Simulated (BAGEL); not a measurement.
# triplet COF2 at 5 levels

We compute a comparison of 5 runs (UHF/STO-3G, UHF/3-21G, ROHF/6-31G*, UHF/6-31G*, ROHF/aug-cc-pVDZ) of triplet COF2. 

The calculation is run with BAGEL 1.2.2.

## (1) The molecule

COF2 has 4 atoms, charge 0, and is taken as a triplet. SMILES of the parent species: `O=C(F)F`. The coordinates come from a PBE0-D4/def2-TZVP relaxation. That shape belongs to the parent species and isn't relaxed for this state.

Bond lengths: O1–C2 1.169 Å, C2–F3 1.309 Å, C2–F4 1.309 Å. Angles: O1–C2–F3 126.1°, O1–C2–F4 126.1°, F3–C2–F4 107.8°.

## (2) A single-point energy at UHF/STO-3G (density fitting with cc-pvqz-jkfit) (run 1)

input.json

```json
{ "bagel" : [

{
  "title" : "molecule",
  "basis" : "sto-3g",
  "df_basis" : "cc-pvqz-jkfit",
  "angstrom" : true,
  "geometry" : [
    { "atom" : "O", "xyz" : [   -1.242660,   -0.157400,    0.153910 ] },
    { "atom" : "C", "xyz" : [   -0.091830,   -0.011630,    0.011370 ] },
    { "atom" : "F", "xyz" : [    0.845490,   -0.826670,    0.424670 ] },
    { "atom" : "F", "xyz" : [    0.488990,    0.995700,   -0.589960 ] }
  ]
},
{ "title" : "uhf", "nopen" : 2 },
{ "title" : "print", "file" : "orbitals.molden", "orbitals" : true }

]}
```

Launch:

```
$ BAGEL_NUM_THREADS=1 BAGEL input.json > input.out
```

Log:

```text
* using 1 threads per process

  ===============================================================
  ===============================================================

  *** Geometry ***

  { "atom" : "O", "xyz" : [     -2.348287,     -0.297443,      0.290848 ] },
  { "atom" : "C", "xyz" : [     -0.173534,     -0.021978,      0.021486 ] },
  { "atom" : "F", "xyz" : [      1.597745,     -1.562180,      0.802510 ] },
  { "atom" : "F", "xyz" : [      0.924057,      1.881600,     -1.114863 ] },

  Number of auxiliary basis functions:      424

  Since a DF basis is specified, we compute 2- and 3-index integrals:
    o Being stored without compression. Storage requirement is 0.001 GB

  Number of basis functions:       20
  Number of electrons      :       32

    * METHOD: MOLECULE                             0.10

  *** Open-shell HF ***

  === Nuclear Repulsion ===
   120.1364229408

      * DIIS with orbital gradients will be used.

  === UHF iteration (sto-3g) ===
      0       -307.04614341          0.04634398           0.02
      1       -307.12610000          0.00960276           0.02
      2       -307.13187396          0.00342732           0.02
[... 10 lines of this table left out ...]
     13       -307.13307850          0.00000000           0.02
    * SCF iteration converged.

    * S^2 (UHF) is 2.0039

    * Permanent dipole moment:
           (    0.174447,     0.022093,    -0.021605) a.u.

    * METHOD: UHF                                  0.29

    * METHOD: PRINT                                0.00

  ===============================================================
```

Run time: 0.56 s. Hardware: 1 thread of Arm Neoverse V2, shared host; peak memory 0.084 GiB.

## (3) A single-point energy at UHF/3-21G (density fitting with cc-pvqz-jkfit) (run 2)

hf.json

```json
{ "bagel": [

{
  "title": "molecule",
  "basis": "3-21g",
  "df_basis": "cc-pvqz-jkfit",
  "angstrom": true,
  "geometry": [
    { "atom": "O", "xyz": [      -1.242660,      -0.157400,       0.153910 ] },
    { "atom": "C", "xyz": [      -0.091830,      -0.011630,       0.011370 ] },
    { "atom": "F", "xyz": [       0.845490,      -0.826670,       0.424670 ] },
    { "atom": "F", "xyz": [       0.488990,       0.995700,      -0.589960 ] }
  ]
},

{ "title": "uhf", "nopen": 2 },

{ "title": "print", "file": "orbitals.molden", "orbitals": true }

]}
```

Launch:

```
$ BAGEL_NUM_THREADS=1 BAGEL hf.json > hf.out
```

Log:

```text
* using 1 threads per process

  ===============================================================
  ===============================================================

  *** Geometry ***

  { "atom" : "O", "xyz" : [     -2.348287,     -0.297443,      0.290848 ] },
  { "atom" : "C", "xyz" : [     -0.173534,     -0.021978,      0.021486 ] },
  { "atom" : "F", "xyz" : [      1.597745,     -1.562180,      0.802510 ] },
  { "atom" : "F", "xyz" : [      0.924057,      1.881600,     -1.114863 ] },

  Number of auxiliary basis functions:      424

  Since a DF basis is specified, we compute 2- and 3-index integrals:
    o Being stored without compression. Storage requirement is 0.004 GB

  Number of basis functions:       36
  Number of electrons      :       32

    * METHOD: MOLECULE                             0.11

  *** Open-shell HF ***

  === Nuclear Repulsion ===
   120.1364229408

      * DIIS with orbital gradients will be used.

  === UHF iteration (3-21g) ===
      0       -309.58040770          0.06102657           0.03
      1       -309.67633904          0.03291804           0.03
      2       -309.69628460          0.01785703           0.03
[... 12 lines of this table left out ...]
     15       -309.70389333          0.00000001           0.03
    * SCF iteration converged.

    * S^2 (UHF) is 2.0096

    * Permanent dipole moment:
           (    0.368922,     0.046723,    -0.045691) a.u.

    * METHOD: UHF                                  0.60

    * METHOD: PRINT                                0.00

  ===============================================================
```

Run time: 0.89 s. Hardware: 1 thread of Arm Neoverse V2, shared host; peak memory 0.084 GiB.

Runs 3 to 4 aren't shown in full; the table further down has their settings and results.

## (4) A single-point energy at ROHF/aug-cc-pVDZ (density fitting with cc-pvqz-jkfit) (run 5)

hf.json

```json
{ "bagel": [

{
  "title": "molecule",
  "basis": "aug-cc-pvdz.json",
  "df_basis": "cc-pvqz-jkfit",
  "angstrom": true,
  "geometry": [
    { "atom": "O", "xyz": [   -1.242660,   -0.157400,    0.153910 ] },
    { "atom": "C", "xyz": [   -0.091830,   -0.011630,    0.011370 ] },
    { "atom": "F", "xyz": [    0.845490,   -0.826670,    0.424670 ] },
    { "atom": "F", "xyz": [    0.488990,    0.995700,   -0.589960 ] }
  ]
},
{ "title": "rohf", "charge": 0, "nopen": 2 },
{ "title": "print", "file": "orbitals.molden", "orbitals": true }

]}
```

The basis set aug-cc-pVDZ is read from a file made from the Basis Set Exchange's data (not shown).

Launch:

```
$ BAGEL_NUM_THREADS=1 BAGEL hf.json > hf.out
```

Log:

```text
* using 1 threads per process

  ===============================================================
  ===============================================================

  *** Geometry ***

  { "atom" : "O", "xyz" : [     -2.348287,     -0.297443,      0.290848 ] },
  { "atom" : "C", "xyz" : [     -0.173534,     -0.021978,      0.021486 ] },
  { "atom" : "F", "xyz" : [      1.597745,     -1.562180,      0.802510 ] },
  { "atom" : "F", "xyz" : [      0.924057,      1.881600,     -1.114863 ] },

  Number of auxiliary basis functions:      424

  Since a DF basis is specified, we compute 2- and 3-index integrals:
    o Being stored without compression. Storage requirement is 0.029 GB

  Number of basis functions:       92
  Number of electrons      :       32

    * METHOD: MOLECULE                             0.16

  *** Open-shell HF ***

  === Nuclear Repulsion ===
   120.1364229408

      * DIIS with orbital gradients will be used.

  === ROHF iteration (aug-cc-pvdz.json) ===
      0       -311.24559567          0.02770750           0.11
      1       -311.37588944          0.02122029           0.11
      2       -311.41380664          0.01193089           0.11
[... 11 lines of this table left out ...]
     14       -311.43670476          0.00000001           0.11
    * SCF iteration converged.

    * S^2 (ROHF) is 2.0000

    * Permanent dipole moment:
           (    0.364496,     0.046161,    -0.045142) a.u.

    * METHOD: ROHF                                 1.74

    * METHOD: PRINT                                0.01

  ===============================================================
```

Wall time 2.1 s (1 thread of Arm Neoverse V2, shared host); peak memory 0.097 GiB.

## (5) The series

```
run                                                                  level  energy (Eh)  dipole moment (D)   ⟨S²⟩  wall time
  1                        UHF/STO-3G (density fitting with cc-pvqz-jkfit)  -307.133079               0.45  2.004     0.56 s
  2                         UHF/3-21G (density fitting with cc-pvqz-jkfit)  -309.703893               0.95  2.010     0.89 s
  3  ROHF/6-31G* (density fitting with cc-pvqz-jkfit, spherical functions)  -311.390361               0.91  2.000      1.2 s
  4   UHF/6-31G* (density fitting with cc-pvqz-jkfit, spherical functions)  -311.398727               0.92  2.014      1.4 s
  5                  ROHF/aug-cc-pVDZ (density fitting with cc-pvqz-jkfit)  -311.436705               0.94  2.000      2.1 s
```

## (6) Summary of results

| quantity | value |
| --- | --- |
| run 5: total energy | -311.43670 Eh |
| run 5: dipole moment | 0.94 D |
| run 5: ⟨S²⟩ | 2.000 |

**Reading.** The dipole moment (its size) runs from 0.45 D (UHF/STO-3G) to 0.95 D (UHF/3-21G). In run 1 the basis is minimal, so the values are rough. All runs together took 6.1 s, the longest 2.1 s.
